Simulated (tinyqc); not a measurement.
Worked calculation: Born-Oppenheimer dynamics on the LDA (VWN5)/sto-3g surface (energies and gradients from PySCF), for BH2+, spin multiplicity 1. Computed by tinyqc, a small Python program that keeps every step (integrals from PySCF). Settings: charge = 1, multiplicity = 1, basis = sto-3g, functional = lda,vwn, time step (fs) = 0.5, steps = 16. Command: `OMP_NUM_THREADS=1 python tinyqc.py 30556 30557 out.jsonl` (the two numbers bound the seeds that draw the settings). One thread of a shared host (Intel(R) Xeon(R) Processor @ 2.60GHz), about 4 s of CPU time with the checks.

positions (bohr):
```
            x          y          z
1B  -0.020787   0.081258  -0.045353
2H  -0.032125   1.872719   1.086593
3H  -0.056692  -1.838704   1.135725
```

The total energy should stay constant up to terms of order dt^2; the step counts as short enough if it moves by less than 2 % of the largest kinetic energy.

Trajectory:
```
time (fs)  1B-2H (angstrom)  potential (hartree)  kinetic (hartree)  total (hartree)
0.000000           1.121401         -24.94110854         0.00099209     -24.94011645
0.500000           1.128416         -24.94216837         0.00202473     -24.94014364
1.000000           1.143409         -24.94473978         0.00455241     -24.94018737
1.500000           1.164903         -24.94813407         0.00790539     -24.94022868
2.000000           1.190968         -24.95168417         0.01142948     -24.94025469
2.500000           1.219523         -24.95494888         0.01468618     -24.94026270
3.000000           1.248574         -24.95776655         0.01750943     -24.94025712
3.500000           1.276366         -24.96019634         0.01995179     -24.94024454
4.000000           1.301454         -24.96241878         0.02218822     -24.94023056
4.500000           1.322712         -24.96464653         0.02442778     -24.94021876
5.000000           1.339317         -24.96706439         0.02685344     -24.94021096
5.500000           1.350723         -24.96979717         0.02958938     -24.94020779
6.000000           1.356629         -24.97289694         0.03268767     -24.94020927
6.500000           1.356962         -24.97634088         0.03612570     -24.94021517
7.000000           1.351868         -24.98003372         0.03980849     -24.94022522
7.500000           1.341705         -24.98381238         0.04357342     -24.94023896
8.000000           1.327053         -24.98745344         0.04719792     -24.94025552
```

Is the time step short enough?

Yes. The total energy moves within 1.5e-04 hartree, under 2 % of the largest kinetic energy.
